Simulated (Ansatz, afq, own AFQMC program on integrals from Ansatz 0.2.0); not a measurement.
## BSiH3, singlet → BSiH$_{3}$⁺, doublet

```yaml
atoms:
  - { symbol: Si, position_ang: [0.0091, 0.0000, 0.6016] }
  - { symbol: B, position_ang: [0.0825, 0.0000, -1.2150] }
  - { symbol: H, position_ang: [-0.6559, -0.9412, -0.6669] }
  - { symbol: H, position_ang: [-0.6559, 0.9412, -0.6669] }
  - { symbol: H, position_ang: [0.1724, 0.0000, -2.3958] }
```

Connectivity, by distances: Si–BH, 2 bridging H.

E(doublet, charge +1) − E(singlet, charge +0) at this geometry, on RHF and UHF determinants.

Basis aug-cc-pVDZ. Only valence electrons are correlated. Ansatz 0.2.0 and our own AFQMC program on the same integrals; the CISD trial comes from CCSD amplitudes, and released means the phaseless constraint is let go. Error bars are statistical, one sigma. The errors of all members are added in quadrature.

No full CI on the walks' own integrals is used here; CCSDT(Q) serves as the reference and is uncertain by about the last step of the cluster series. Each member takes its own surest rung, up to full CI.

The best estimate is CCSD(T) at the basis-set limit (CBS: def2-TZVPP and def2-QZVPP, with their diffuse functions for anions and beside diffuse sets, CCSD(T) itself extrapolated) plus the step from CCSD(T) to CCSDT(Q) in aug-cc-pVDZ. Rows without CBS are in aug-cc-pVDZ, the functionals in def2-TZVP; B2PLYP and the wave-function rows carry a basis error of their own. Core correlation and relativity beyond core potentials are missing, and ± holds the sampling alone.

Cautions: BSiH₃ (singlet): the released energies are still falling, so no released level is given (meV from the phaseless value at times in 1/Eh: 0 ± 3 at 0.24, -2 ± 4 at 0.50, -9 ± 3 at 1.00, -12 ± 4 at 1.50), though the last usable value meets CCSDT(Q) within the noise; BSiH₃⁺ (doublet): unrestricted determinant slightly spin contaminated (⟨S²⟩ 0.82 against 0.75).

Best estimate: 886.6 kJ/mol.

```
        level  vertical ionization energy (kJ/mol)  error against the best estimate (kJ/mol)
           HF                                768.5                                    -118.1
          MP2                                872.5                                     -14.1
         CCSD                                862.0                                     -24.6
      CCSD(T)                                869.2                                     -17.4
        CCSDT                                868.6                                     -18.0
     CCSDT(Q)                                869.3                                     -17.4
ph-AFQMC/CISD                          868.9 ± 0.6                               -17.8 ± 0.6
       HF/CBS                                763.8                                    -122.8
      MP2/CBS                                893.1                                       6.5
  CCSD(T)/CBS                                886.6                                      -0.1
          PBE                                869.9                                     -16.8
       r2SCAN                                865.3                                     -21.3
         PBE0                                869.5                                     -17.1
        B3LYP                                873.3                                     -13.3
      wB97M-V                                878.3                                      -8.3
       B2PLYP                                870.2                                     -16.4
```

Correlation beyond CCSD(T) changes it by less than 2 meV. Going to the basis-set limit adds 17.4 kJ/mol at CCSD(T). The perturbative (T) step is worth +7.2 kJ/mol. The functionals spread over 13.0 kJ/mol; wB97M-V comes nearest and r2SCAN is 21.3 kJ/mol too low.

Best estimates are given only where the step beyond CCSD(T) is under 0.3 eV and no member's determinant is very poor (T1 over 0.05, or 0.07 for open shells, ⟨S²⟩ too high by 0.3, two states mixed), so the hardest cases are missing from such tables.

The functionals ran in a triple-zeta set and keep a basis error of their own, a few kJ/mol for each bond in atomization energies and more for double hybrids, so close places among them and the extrapolated levels can swap.

CCSDT and higher add their correlation energy to the determinant of the CCSD(T) run, since their own runs factorise the integrals more tightly (a shift of under 2 meV). Each member of a difference takes its own highest rung, so a best estimate needn't equal the limit plus the step of one row. A walk keeps the symmetry of its determinant, which the program's search chose and which needn't be the lowest solution, so a lower state of the same spin and another symmetry isn't excluded.
